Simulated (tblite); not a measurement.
Compound: C5H12N (doublet state).
Atom-mapped SMILES: `[CH3:1][CH:2]([CH3:3])[C@H:4]([CH3:5])[NH:6]` (hydrogens: H7, H8, H9 on C1; H10 on C2; H11, H12, H13 on C3; H14 on C4; H15, H16, H17 on C5; H18 on N6)

Cartesian coordinates in Å at the GFN2-xTB level; atoms count from 1:
```xyz
18
C5H12N angstrom
C     -1.006   -1.194    0.472
C     -0.562   -0.085   -0.476
C     -1.621    1.007   -0.549
C      0.804    0.528   -0.008
C      1.975   -0.446   -0.178
N      0.655    1.109    1.248
H     -1.958   -1.603    0.140
H     -0.283   -2.004    0.504
H     -1.128   -0.790    1.474
H     -0.400   -0.505   -1.475
H     -1.692    1.506    0.413
H     -1.367    1.747   -1.305
H     -2.589    0.577   -0.798
H      0.954    1.369   -0.715
H      1.992   -0.863   -1.182
H      2.917    0.073   -0.005
H      1.902   -1.262    0.538
H      1.397    0.841    1.889
```

Computed with GFN2-xTB (tblite): harmonic, unscaled wavenumbers at the GFN2-xTB geometry, gas phase. Against measured fundamentals such values can be off by several per cent, at times by over 20. One conformer, not necessarily the lowest. Open shells enter through the occupations alone, without spin polarisation, and single modes of such species can be off by tens of per cent.

Harmonic wavenumbers (cm⁻¹): 74.4, 150.5, 193.5, 205.0, 221.0, 256.2, 281.9, 343.2, 411.1, 480.4, 565.1, 774.2, 938.8, 948.1, 962.4, 980.9, 1014.2, 1038.2, 1069.1, 1121.9, 1159.7, 1175.6, 1199.9, 1242.0, 1260.5, 1315.3, 1325.6, 1397.0, 1402.5, 1411.0, 1484.0, 1489.7, 1493.8, 1496.1, 1501.0, 1509.1, 2728.8, 2920.6, 3017.9, 3025.8, 3028.8, 3031.7, 3033.1, 3034.3, 3043.8, 3045.4, 3061.9, 3352.1.

A = 4630, B = 2704, C = 2339 MHz; mass 86.097 u (most abundant isotopes); point group C1, symmetry number 1; spin multiplicity 2.

**Question.** What is the zero-point energy?

**Answer.** ½Σν̃ = 35109 cm⁻¹ = 100.38 kcal/mol.

**Question.** Entropy at 350 K, 1 bar (ideal gas, RRHO, classical rotation)?

**Answer.** Translation 40.09, rotation 27.28, vibration 25.02, spin (R ln 2) 1.38: S = 93.8 cal/(mol K).

**Question.** And Cp and H(350 K) − H(0)?

**Answer.** Cp = 36.32 cal/(mol K), of which vibrations give 28.37 (their classical limit is 48 R = 95.4); H(350 K) − H(0) = 7.67 kcal/mol without the zero-point energy, 4.88 from vibrations.

**Question.** What must be added to the electronic energy to get the Gibbs energy at 350 K and 1 bar?

**Answer.** ZPE + [H(350 K) − H(0)] − T·S = 100.38 + 7.67 − 32.82 = 75.23 kcal/mol.

**Question.** Blend soft modes into free rotors: weight 1/[1 + (100 cm⁻¹/ν̃)⁴] for the oscillator and the rest for a rotor with moment μB/(μ + B), μ = h/(8π²ν), B = 10⁻⁴⁴ kg m². What vibrational entropy results?

**Answer.** 24.16 cal/(mol K) in place of 25.02, which changes −T·S at 350 K by +0.30 kcal/mol.

Hindered rotation and anharmonicity are outside this model. Other conformers, if any are populated, would add a mixing term that is left out. The structure is chiral; the term R ln 2 for an equal mix with its mirror image is left out.

Hardware: an Arm Neoverse N1 with one thread, shared host with 64 logical CPUs at a one-minute load of 60. Cost: 0.77 s wall. The figure is for the frequency step alone.
